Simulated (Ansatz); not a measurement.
Gas-phase electronic energies from Ansatz, PBE0-D4/def2-TZVP geometries. CCSD(T)/CBS adds triple-zeta CCSD(T) − MP2 to the extrapolated MP2 energy (def2 sets, frozen cores). DFT in def2-TZVPP. B3LYP here is the variant with VWN-RPA as its local correlation; programs differ in this. Each species was taken in one conformer, which may not be the lowest.

Consider the isomerisation: `CC1O/C1=C/F` → `OC(F)C1C=C1`.

| species | B3LYP-D4 energy (Eh) |
| --- | --- |
| `CC1O/C1=C/F` | -330.56440 |
| `OC(F)C1C=C1` | -330.55507 |

Work out ΔE.

ΔE = (-330.55507) − (-330.56440) = 0.00933 Eh = +24.5 kJ/mol. CCSD(T)/CBS gives +5.2 kJ/mol.

Largest T1 diagnostic among the species: 0.013.

From PBE to PBE0 (25 % exact exchange), in def2-TZVPP and without D4, ΔE moves by −11.5 kJ/mol.
